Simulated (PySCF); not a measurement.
Gas-phase reaction: 3 AlF2OH + AlH → 2 AlOH + Al2F6 + H2O

Energies from PySCF (xtb for GFN2), thermal terms from the rigid-rotor harmonic-oscillator model, ideal gas at 1 bar. S°(298 K) at PBE0/def2-TZVP differs from the NASA 1993 table for AlOH (+24 J/mol/K), Al2F6 (+7 J/mol/K); whether the harmonic model or the table's entry is off was not settled. † marks an energy on the PBE0/def2-TZVP geometry and frequencies; other levels use their own. MP2 and CCSD(T) freeze the core. All species are closed-shell singlets. AlF2OH: computed as isolated molecules; such fragments, hydroxides, amides, oligomers or adducts are transient or little studied in the gas. MP2 isn't extrapolated to the basis-set limit; its ΔH°(298 K) is -90.7 kJ in def2-SVP and -39.5 kJ in def2-TZVPP. CCSD(T) isn't extrapolated to the basis-set limit. The harmonic model lacks anharmonicity and excited electronic states, which grow with temperature; levels with a mode under 35 cm⁻¹ are left out. Soft modes under 120 cm⁻¹ make the harmonic entropy rough for AlOH, Al2F6.

ΔH° and ΔS° at 298 K: CCSD(T)/def2-SVP† -107 kJ, -21 J/K; GFN2-xTB 49 kJ, -69 J/K; MP2/def2-SVP† -91 kJ, -21 J/K; PBE/def2-SVP -108 kJ, -51 J/K; PBE/def2-TZVP† -51 kJ, -21 J/K.

Question: With the heat capacities included, give log10 K (1 bar) at 500, 800, 1000, 1600, 2000 K from CCSD(T)/def2-SVP†, GFN2-xTB, MP2/def2-SVP†, PBE/def2-SVP, PBE/def2-TZVP†.

Answer: 
```csv
T (K),CCSD(T)/def2-SVP†,GFN2-xTB,MP2/def2-SVP†,PBE/def2-SVP,PBE/def2-TZVP†
500,10.2,-8.8,8.5,8.7,4.3
800,6.1,-6.9,5.0,4.5,2.4
1000,4.8,-6.3,3.9,3.1,1.8
1600,2.7,-5.4,2.2,1.0,0.9
2000,2.1,-5.1,1.6,0.4,0.6
```
